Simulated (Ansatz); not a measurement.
# C4H8 (singlet): B2PLYP, PBE-QIDH, RKS PBE0, RPA-PBE over a series of basis sets

One table from this session's results is given with a row withheld; the runs are named, their logs left out.

The runs use Ansatz 0.2.0, Gaussian basis; all electrons in the functionals, frozen cores in the correlation of double hybrids and RPA.

Plan: B2PLYP, PBE-QIDH, RKS PBE0, RPA-PBE, at STO-3G; 6-31G; 6-31G*; cc-pVDZ; cc-pVTZ; cc-pVQZ (not every functional at every point).

19 further runs of the same task are left out: 2 that didn't finish, 17 set aside as unsound or not needed.

## What is computed

The geometry is an MP2(full)/6-31G* stationary point (not a proven minimum).

12 atoms, charge 0, spin multiplicity 1.

Atoms are counted from 1 here; the program's logs count them from 0.

Bond lengths: C1–C2 1.339 Å, C1–H3 1.086 Å, C1–H4 1.086 Å, C2–C5 1.502 Å, C2–C9 1.502 Å, C5–H6 1.093 Å, C5–H7 1.096 Å, C5–H8 1.096 Å, C9–H10 1.093 Å, C9–H11 1.096 Å, C9–H12 1.096 Å. Angles: C2–C1–H3 121.6°, C2–C1–H4 121.6°, H3–C1–H4 116.7°, C1–C2–C5 122.1°, C1–C2–C9 122.1°, C5–C2–C9 115.8°, C2–C5–H6 111.6°, C2–C5–H7 110.8°, C2–C5–H8 110.8°, H6–C5–H7 108.3°, H6–C5–H8 108.3°, H7–C5–H8 106.9°, C2–C9–H10 111.6°, C2–C9–H11 110.8°, C2–C9–H12 110.8°, H10–C9–H11 108.3°, H10–C9–H12 108.3°, H11–C9–H12 106.9°.

As a file:

```mol
C4H8
  3D, bonds by distance, orders not assigned

 12 11  0  0  0  0  0  0  0  0999 V2000
    0.0000    0.0000    1.4353 C   0  0
    0.0000    0.0000    0.0961 C   0  0
    0.0000    0.9243    2.0049 H   0  0
    0.0000   -0.9243    2.0049 H   0  0
    0.0000    1.2727   -0.7023 C   0  0
    0.0000    2.1530   -0.0551 H   0  0
    0.8802    1.3235   -1.3531 H   0  0
   -0.8802    1.3235   -1.3531 H   0  0
    0.0000   -1.2727   -0.7023 C   0  0
    0.0000   -2.1530   -0.0551 H   0  0
   -0.8802   -1.3235   -1.3531 H   0  0
    0.8802   -1.3235   -1.3531 H   0  0
  1  2  8  0
  1  3  8  0
  1  4  8  0
  2  5  8  0
  2  9  8  0
  5  6  8  0
  5  7  8  0
  5  8  8  0
  9 10  8  0
  9 11  8  0
  9 12  8  0
M  END
```

No dispersion term is added.

Set-up of the first run:

in.yaml

```yaml
crystal:
  periodic: [false, false, false]
  atoms:
    - {symbol: C, position_ang: [0.000000, 0.000000, 1.435341]}
    - {symbol: C, position_ang: [0.000000, 0.000000, 0.096122]}
    - {symbol: H, position_ang: [0.000000, 0.924302, 2.004943]}
    - {symbol: H, position_ang: [0.000000, -0.924302, 2.004943]}
    - {symbol: C, position_ang: [0.000000, 1.272683, -0.702269]}
    - {symbol: H, position_ang: [0.000000, 2.153042, -0.055054]}
    - {symbol: H, position_ang: [0.880211, 1.323542, -1.353058]}
    - {symbol: H, position_ang: [-0.880211, 1.323542, -1.353058]}
    - {symbol: C, position_ang: [0.000000, -1.272683, -0.702269]}
    - {symbol: H, position_ang: [0.000000, -2.153042, -0.055054]}
    - {symbol: H, position_ang: [-0.880211, -1.323542, -1.353058]}
    - {symbol: H, position_ang: [0.880211, -1.323542, -1.353058]}
basis:
  gaussian: {orbitals: STO-3G}
magnetization: {spin_polarized: true, initial_magnetization: 0}
hamiltonian: {xc: {name: B2PLYP}}
correlation: {electrons: outside_noble_gas}
```

Command:

```
ansatz run in.yaml --threads 1 --pin off --events-out ev --progress --plain --max-ram 4160MiB --backend cpu
```

Among the steps run: B2PLYP, STO-3G; B2PLYP, 6-31G; B2PLYP, 6-31G*; B2PLYP, cc-pVDZ; B2PLYP, cc-pVTZ; B2PLYP, cc-pVQZ; PBE-QIDH, cc-pVTZ; PBE-QIDH, cc-pVQZ; RKS PBE0, STO-3G; RKS PBE0, 6-31G; RPA-PBE, STO-3G; RPA-PBE, 6-31G; RPA-PBE, 6-31G*; RPA-PBE, cc-pVDZ; RPA-PBE, cc-pVTZ; RPA-PBE, cc-pVQZ.

One table of the session follows, with a row left open; its other results are not shown here.

It belongs to the step «The comparison». Atomisation energies, with free atoms from separate runs at the same level and basis (eV); wave-function rows come from earlier runs:

```
   level   6-31G  cc-pVDZ  cc-pVTZ  cc-pVQZ
  B2PLYP  47.683   48.663   49.826   50.052
PBE-QIDH                    50.132   50.389
 RPA-PBE  42.272   45.305   47.170   47.661
     RHF  36.833   37.646   38.184   38.240
     UHF  36.833   37.646   38.184   38.240
RCCSD(T)       ?        ?        ?        ?
```

Estimate the missing values for RCCSD(T).

**Answer.** 6-31G: 44.281; cc-pVDZ: 46.924; cc-pVTZ: 49.137; cc-pVQZ: 49.740.

To keep in mind: Core correlation, relativity and spin-orbit terms are not in the calculated values.
